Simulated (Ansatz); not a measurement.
Input for Ansatz (development build ahead of 0.2.0):

```yaml
crystal:
  periodic: [false, false, false]
  atoms:
    - { symbol: C, position_ang: [-0.36377, 0.78245, -1.69288] }
    - { symbol: F, position_ang: [0.32486, -0.73136, 1.44227] }
    - { symbol: H, position_ang: [-0.19246, -0.08436, -2.38089] }
    - { symbol: H, position_ang: [-1.30819, 0.97352, -1.14909] }
    - { symbol: H, position_ang: [0.50714, 1.30209, -1.20972] }
basis:
  gaussian: { orbitals: def2-SVP }
total_charge: 1
magnetization:
  spin_polarized: true
  initial_magnetization: 1
hamiltonian:
  xc: pbe0
output:
  forces: true
```

The input is written out in the form of the current development build from the run's settings.

Output:

```yaml
Converged: yes
Total_energy: -138.93423 hartree
Spin_squared_of_the_determinant: 0.752
Stability_test: minimum
```

Forces (eV/Å):
| atom | Fx | Fy | Fz |
| --- | --- | --- | --- |
| C1 | 0.986 | -0.996 | 2.007 |
| F2 | -0.028 | 0.070 | -0.140 |
| H3 | -0.324 | 0.783 | -0.188 |
| H4 | -0.375 | 0.104 | -0.769 |
| H5 | -0.259 | 0.039 | -0.909 |

Caution: charge can spread falsely over distant fragments.
